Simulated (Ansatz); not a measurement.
# Energy on a grid of two coordinates

C$_{3}$H$_{2}$O$_{2}$ (SMILES C#COC=O), closed shell, PBE0-D4/def2-TZVP minimum:

C1  (-1.078, -0.019, 1.586)
C2  (-0.140, -0.003, 0.845)
O3  (0.934, 0.017, 0.100)
C4  (0.769, -0.005, -1.268)
O5  (-0.271, -0.041, -1.827)
H6  (-1.920, -0.034, 2.234)
H7  (1.769, 0.017, -1.715)
(Å)

Rows set the bond length C2–O3 (Å; 1.307 at the minimum), columns the angle O3–C4–H7 (°; 107.2), set in this order; the parts move rigidly, in a bend the first-named atom's side turns in the plane, and in a torsion the whole end group turns. CCSD(T) energies count from the value at that structure, in eV. Program: Ansatz 0.2.0. Basis: def2-TZVPP. Cores are frozen in the correlated methods.

```json
{"C2–O3 \\ O3–C4–H7": "1.177", "77.2": "2.748", "92.2": "1.216", "107.2": "?", "122.2": "1.143", "137.2": "3.006"}
{"C2–O3 \\ O3–C4–H7": "1.241", "77.2": "2.155", "92.2": "0.673", "107.2": "0.185", "122.2": "0.673", "137.2": "2.559"}
{"C2–O3 \\ O3–C4–H7": "1.336", "77.2": "?", "92.2": "0.428", "107.2": "-0.003", "122.2": "0.528", "137.2": "2.440"}
{"C2–O3 \\ O3–C4–H7": "1.447", "77.2": "?", "92.2": "0.640", "107.2": "0.272", "122.2": "0.847", "137.2": "2.781"}
{"C2–O3 \\ O3–C4–H7": "1.569", "77.2": "2.351", "92.2": "1.168", "107.2": "0.869", "122.2": "1.486", "137.2": "?"}
```

Problem. Fill in the withheld cells. (An estimate is asked for; the value comes from the calculation.)

Solution. By the calculation: (1.177, 107.2): 0.689; (1.336, 77.2): 1.832; (1.447, 77.2): 1.943; (1.569, 137.2): 3.437 eV. These count from the CCSD(T) energy at the PBE0-D4 minimum.

The same grid for a cheaper method: MP2 − CCSD(T), both counted from the minimum, in eV:
| C2–O3 \ O3–C4–H7 | 77.2 | 92.2 | 107.2 | 122.2 | 137.2 |
| --- | --- | --- | --- | --- | --- |
| 1.177 | -0.044 | -0.039 | -0.034 | -0.031 | -0.039 |
| 1.241 | -0.029 | -0.024 | -0.017 | -0.013 | -0.020 |
| 1.336 | -0.009 | -0.001 | 0.007 | 0.012 | 0.006 |
| 1.447 | 0.014 | 0.024 | 0.034 | 0.040 | 0.035 |
| 1.569 | 0.041 | 0.053 | 0.064 | 0.071 | 0.066 |

The T1 diagnostic stays at or below 0.019.

For scale, one of the runs: CCSD(T)/def2-TZVPP, 183 basis functions (an equivalent command: `ansatz run in.yaml --threads 4`). Time: 58 s of wall clock on 4 CPU threads; the host was shared. Peak host memory: 2 GiB.
